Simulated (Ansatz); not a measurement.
Species, as SMILES: F (HF).
Geometry (B3LYP-D3(BJ)/def2-TZVP, fixed):
```
F
H 1 0.9245
```

Basis-set convergence of the dipole moment at PBE0 with Ansatz (a quantum-chemistry and plane-wave program). Dipoles come from the density behind the forces; the sign is taken along the dipole that this method gives in the largest set. Cartesian d functions, on some or all atoms, in 6-31G*, 6-31+G*; all else is spherical. The program fits the integrals of some runs and decomposes those of others, by size. No added dispersion term, no relativity. Reference: the value in aug-cc-pV5Z, 1.814 D. Deviations are taken from unrounded values.

```
basis        functions  dipole moment (D)
-----------  ---------  -----------------
6-31G*              17              1.871
6-31+G*             21              2.015
cc-pVDZ             19              1.830
aug-cc-pVDZ         32              1.808
def2-SVP            19              1.868
def2-SVPD           31              1.843
pcseg-1             19              1.904
aug-pcseg-1         32              1.801
6-311G**            24              1.919
6-311+G**           28              1.986
def2-TZVP           37              1.932
def2-TZVPD          49              1.811
cc-pVTZ             44              1.838
aug-cc-pVTZ         69              1.816
pcseg-2             44              1.885
aug-pcseg-2         69              1.817
def2-TZVPP          45              1.857
def2-TZVPPD         57              1.815
cc-pVQZ             85              1.830
aug-cc-pVQZ        126              1.814
def2-QZVPP          87              1.845
def2-QZVPPD         99              1.813
pcseg-3             93              1.824
aug-pcseg-3        134              1.815
cc-pV5Z            146              1.832
aug-cc-pV5Z        207              1.814
```

What the diffuse functions change, pair by pair:
- 6-31G* to 6-31+G*: 4 more functions, deviation 0.057 to 0.201 D
- cc-pVDZ to aug-cc-pVDZ: 13 more functions, deviation 0.017 to -0.006 D
- def2-SVP to def2-SVPD: 12 more functions, deviation 0.054 to 0.029 D
- pcseg-1 to aug-pcseg-1: 13 more functions, deviation 0.090 to -0.013 D
- 6-311G** to 6-311+G**: 4 more functions, deviation 0.105 to 0.172 D
- def2-TZVP to def2-TZVPD: 12 more functions, deviation 0.118 to -0.003 D
- cc-pVTZ to aug-cc-pVTZ: 25 more functions, deviation 0.024 to 0.002 D
- pcseg-2 to aug-pcseg-2: 25 more functions, deviation 0.071 to 0.003 D
- def2-TZVPP to def2-TZVPPD: 12 more functions, deviation 0.043 to 0.001 D
- cc-pVQZ to aug-cc-pVQZ: 41 more functions, deviation 0.016 to 0.000 D
- def2-QZVPP to def2-QZVPPD: 12 more functions, deviation 0.031 to -0.001 D
- pcseg-3 to aug-pcseg-3: 41 more functions, deviation 0.010 to 0.001 D
- cc-pV5Z to aug-cc-pV5Z: 61 more functions, deviation 0.018 to 0.000 D

Leaving out the reference's own pair, they bring the value nearer the reference by more than 0.001 D in 10 of 12 pairs.
